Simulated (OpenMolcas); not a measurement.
SiH4O (Si(OH)H3): methods side by side

The species is SiH4O (6 atoms), meant as a singlet with charge 0. SMILES: `[H][Si]([H])([H])O`. Geometry: relaxed at GFN2-xTB.

| atom | x (Å) | y (Å) | z (Å) |
| --- | --- | --- | --- |
| Si | -0.0599 | -0.1150 | -0.4079 |
| O | -0.0595 | -0.0919 | 1.2171 |
| H | 0.3273 | 0.6209 | 1.7173 |
| H | 1.3132 | -0.1128 | -0.9169 |
| H | -0.7604 | 1.0584 | -0.9332 |
| H | -0.7606 | -1.3597 | -0.6764 |

Quantity: the energy change with the O2–H3 bond stretched from 0.953 to 2.382 Å, in eV. The values are calculated.

```
                     level                   kind     program  value (eV)  less FCI/STO-3G  CPU time (all runs)
    HF/STO-3G (restricted)           Hartree–Fock  OpenMolcas        9.98            +5.80                3.1 s
 SVWN5/STO-3G (restricted)                    LDA  OpenMolcas        6.46            +2.28                 12 s
 B3LYP/STO-3G (restricted)          global hybrid  OpenMolcas        6.80            +2.62                 23 s
B2PLYP/STO-3G (restricted)          double hybrid  OpenMolcas        6.31            +2.13                 11 s
   MP2/STO-3G (restricted)    perturbation theory  OpenMolcas        5.80            +1.62                3.2 s
        CASPT2(2,2)/STO-3G         multireference  OpenMolcas        4.23            +0.05                3.2 s
          MRCI(2,2)/STO-3G         multireference  OpenMolcas        4.19            +0.01                3.5 s
  CISD/STO-3G (restricted)  coupled cluster or CI  OpenMolcas        5.03            +0.85                3.6 s
                FCI/STO-3G     exact in the basis  OpenMolcas        4.18             0.00                 97 s
```

FCI/STO-3G is exact within its basis and frozen core, so for wave-function methods in that basis the difference is their error; functionals converge differently with the basis, so for them it is only a difference. Spin-restricted single references rise too steeply as a bond breaks, Hartree–Fock most of all. Perturbation and coupled-cluster corrections on them can overshoot downwards. The first shape isn't each level's own minimum. The values span 4.18 to 9.98 eV. All rows use very small basis sets, so even the best lies far from the true value. CPU times are rough (shared hosts, several kinds of processor): they show what a rung costs within a factor of a few.
